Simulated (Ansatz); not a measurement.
The same path of C2H3N + HS (8 atoms, charge 0, multiplicity 2) was run twice with different band settings. Lost on the way: H1–C2. Made: H1–S5.

Level of theory: UKS PBE0-D4/def2-SVPD (Ansatz 0.2.0).

Relaxed end points:

```xyz
8
Properties=species:S:1:pos:R:3
H 0.433 1.010 0.653
C -0.478 1.085 0.043
C -0.750 -0.209 -0.556
N -0.937 -1.253 -1.017
S 2.216 -1.766 0.860
H -1.317 1.392 0.682
H -0.328 1.842 -0.738
H 1.161 -2.101 0.074
```

```xyz
8
Properties=species:S:1:pos:R:3
H 1.311 -1.408 -0.284
C -0.916 1.300 -0.058
C -0.898 0.264 -0.975
N -0.858 -0.626 -1.736
S 1.954 -1.038 0.845
H -0.169 1.310 0.737
H -1.661 2.092 -0.134
H 1.237 -1.893 1.606
```

Common settings: movable images 7; climbing image yes; spring 5.0 eV/Å²; optimiser quadratic models (default); start path through a guess of the saddle point; iteration limit 60; end points relaxed.

| run | force threshold |
| --- | --- |
| 1 | 0.05 eV/Å |
| 2 | 0.5 eV/Å |

(1) What does each run give, and how far can it be trusted?

## Answers

(1) Run 1: converged after 28 iterations, highest image 0.639 eV above the first end. A vibrational analysis at the climbing image gives one clearly imaginary mode, 1007i cm⁻¹: a first-order saddle point.
Run 2: converged after 7 iterations, highest image 0.685 eV above the first end. The threshold of 0.5 eV/Å is loose, so the images may lie well off the minimum-energy path. The order of the stationary point at the top wasn't checked.
